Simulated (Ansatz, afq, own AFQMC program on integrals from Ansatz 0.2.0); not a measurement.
Two steps: Ansatz 0.2.0 writes the Fock matrix and Cholesky factors of the valence space, and afq projects on them the lowest state that overlaps trial and start.

```yaml
crystal:
  periodic: [false, false, false]
  atoms:
    - {symbol: O, position_ang: [0.000000, 0.074551, 0.542472]}
    - {symbol: C, position_ang: [0.000000, -0.152157, -0.604077]}
    - {symbol: H, position_ang: [0.000000, 0.629740, -1.412618]}
basis:
  gaussian: {orbitals: cc-pVTZ}
magnetization: {spin_polarized: true, initial_magnetization: 1}
correlation: {method: ccsd_t, electrons: outside_noble_gas, hamiltonian_folder: ham}
```

```sh
$ ansatz run in.yaml --threads 1 --pin off --events-out ev --progress --plain --max-ram 24576MiB --backend cuda --devices 0, --max-vram 18GiB
```

Options of the walk:

```
--method free --trial cisd --walkers 1200 --time-step 0.03 --max-blocks 4000 --target-error 0.0004 --factor-cut 1e-05 --seed 9813 --times 0,0.21,0.42,0.81,1.2,1.8,2.4,3 --taylor-order 8
```

Times are imaginary, in 1/Eh. The walk had a cap of 119 s.

Output of the walk:

```
orbitals 72  electrons 6 5  factors 440 of 440
reference energy -113.29316061 Eh
CCSD correlation -0.37384010 Eh in 12 cycles, weight of the determinant in the CISD state 0.8890
repeat  energy at the last time / Eh  error
    10  -113.683519  0.001073
    20  -113.684289  0.000686
    30  -113.684430  0.000580
    40  -113.684225  0.000477
    50  -113.684416  0.000446
    60  -113.684408  0.000402
    70  -113.684413  0.000355
time / (1/Eh)  energy / Eh  error  mean overlap
  0.00  -113.666999  0.000075  1.1249
  0.21  -113.678517  0.000089  1.1230
  0.42  -113.681635  0.000112  1.1222
  0.81  -113.683700  0.000145  1.1204
  1.20  -113.684373  0.000152  1.1185
  1.80  -113.684742  0.000207  1.1144
  2.40  -113.685112  0.000281  1.1141
  3.00  -113.684373  0.000352  1.1260
energy -113.684373 +/- 0.000352 Eh
```

The run passed its tests (error under three times the target), which doesn't prove that it has relaxed.

Against this walk (error 9.6 meV) on the same determinant: CCSD(T) 15.9 meV higher (within the noise), CCSDT(Q) 23.9 meV lower. The error is statistical, and a free projection of finite length keeps a remainder of its start. The last points scatter (meV from the last: 18 ± 4 at 0.81, 0 ± 4 at 1.20, -10 ± 6 at 1.80, -20 ± 8 at 2.40, 0 ± 10 at 3.00); the last is the one printed as the energy, and the gaps above move with that scatter.

Cautions: remainder of the start not in the error.

The walk took 110 s on 1 × NVIDIA H100 80GB HBM3 with 2 threads of AMD EPYC 7R13 Processor (Zen 3) (shared host) (the card was shared). The log's last line is the free-projection energy.

CCSDT and higher add their correlation energy to the determinant of the CCSD(T) run, since their own runs factorise the integrals more tightly (a shift of under 2 meV). A walk keeps the symmetry of its determinant, which the program's search chose and which needn't be the lowest solution, so a lower state of the same spin and another symmetry isn't excluded.
